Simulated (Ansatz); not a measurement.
Relaxation of H$_{4}$NSSi (7 atoms, charge 0, multiplicity 2), to a largest force component of 0.015 eV/Å in at most 40 steps.

The calculation used Ansatz 0.2.0, UKS BHLYP-D4/def2-SVPD.

```xyz
7
Properties=species:S:1:pos:R:3:forces:R:3
N -0.662 -0.003 -0.859 -3.07 1.35 -0.65
Si 0.646 -0.001 0.146 3.18 -0.14 1.07
S -0.308 -0.175 2.020 -0.10 -0.06 0.86
H -1.217 0.812 -0.526 0.18 -0.78 -1.02
H -1.240 -0.804 -0.668 -0.28 -0.28 -0.46
H 1.370 1.300 0.018 -0.03 -0.40 0.04
H 1.472 -1.197 -0.175 0.11 0.30 0.17
```

Task: Where does it end, and by what steps?

Result: It converged. After 15 steps the energy has fallen by 0.487 eV; S3 moved furthest, 0.61 Å.

```csv
step,energy less start (eV),largest force component (eV/Å),accepted
0,0.0000,3.176,yes
1,-0.3035,1.541,yes
2,-0.4006,0.469,yes
3,-0.4172,0.482,yes
4,-0.4357,0.222,yes
5,-0.4415,0.065,yes
6,-0.4425,0.105,yes
7,-0.4451,0.113,yes
8,-0.4595,0.318,yes
9,-0.4738,0.529,yes
10,-0.4582,0.499,no
11,-0.4771,0.537,yes
12,-0.4863,0.065,yes
13,-0.4865,0.049,yes
14,-0.4870,0.063,yes
15,-0.4873,0.011,yes
```

```xyz
7
Properties=species:S:1:pos:R:3
N -0.773 0.020 -0.800
Si 0.570 -0.010 0.267
S 0.186 -0.258 2.374
H -1.268 0.872 -0.991
H -1.348 -0.787 -0.960
H 1.275 1.276 0.107
H 1.418 -1.181 -0.042
```

Whether the end is a true minimum wasn't checked by a vibrational analysis.

The run took 110 s on 2 threads of Arm Neoverse V2, on a shared host, peak memory 0.28 GiB.
